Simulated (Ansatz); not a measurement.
The input, for Ansatz 0.2.0:

```yaml
crystal:
  periodic: [false, false, false]
  atoms:
    - {symbol: Ta, position_ang: [0.000000, 0.000000, 0.169769]}
    - {symbol: C, position_ang: [0.014527, 0.000000, -1.966496]}
    - {symbol: H, position_ang: [-1.066353, 0.000005, -2.197291]}
    - {symbol: H, position_ang: [0.446643, 0.897622, -2.423575]}
    - {symbol: H, position_ang: [0.446634, -0.897626, -2.423575]}
basis:
  gaussian: {orbitals: def2-SVP}
total_charge: 1
magnetization: {spin_polarized: false, initial_magnetization: 3}
correlation: {method: ccsdt_q, electrons: outside_noble_gas}
```

```sh
$ ansatz run in.yaml --threads 2 --pin off --events-out ev --progress --plain --max-ram 24576MiB --backend cuda --devices 0, --max-vram 18GiB
```

Question: Roughly how long does this take on 2 threads of AMD EPYC 7R13 with a shared H100 80 GB, shared host, and how much host memory?

Answer: 32 s wall and 0.86 GiB.

```
1165 factors; integrals over basis functions are off by at most 1.8e-7 eV
mean field evaluation 1: about -2593.7604 eV, gradient 4.9e1 eV
mean field evaluation 2: about -2593.7652 eV, gradient 4.9e1 eV
mean field evaluation 4: about -2601.6903 eV, gradient 5.2e0 eV
mean field evaluation 8: about -2602.7741 eV, gradient 8.0e-1 eV
mean field evaluation 16: about -2602.8296 eV, gradient 1.5e-4 eV
mean field evaluation 32: about -2602.8288 eV, gradient 1.1e-1 eV
mean field evaluation 64: about -2602.7293 eV, gradient 2.2e-6 eV
mean field evaluation 96: about -2602.7354 eV, gradient 3.7e-1 eV
mean field evaluation 128: about -2602.3755 eV, gradient 4.3e-1 eV
mean field evaluation 160: about -2602.8273 eV, gradient 2.5e-1 eV
...
cycle  57  -6.23685342 eV  change    2.0e-7 eV  update   1.4e-6
cycle  58  -6.23685352 eV  change   -1.1e-7 eV  update   1.1e-6
cycle  59  -6.23685351 eV  change    1.2e-8 eV  update   9.9e-7
cycle  60  -6.23685348 eV  change    2.9e-8 eV  update   8.7e-7
cycle  61  -6.23685357 eV  change   -8.8e-8 eV  update   7.3e-7
cycle  62  -6.23685383 eV  change   -2.6e-7 eV  update   6.5e-7
cycle  63  -6.23685459 eV  change   -7.6e-7 eV  update   5.7e-7
cycle  64  -6.23685527 eV  change   -6.8e-7 eV  update   4.9e-7
cycle  65  -6.23685594 eV  change   -6.7e-7 eV  update   4.0e-7
cycle  66  -6.23685634 eV  change   -4.0e-7 eV  update   3.4e-7
perturbative correction -0.01043872 eV, -0.0003836160 hartree
Total energy: -2609.07685749 eV, -95.8818060169 hartree
```
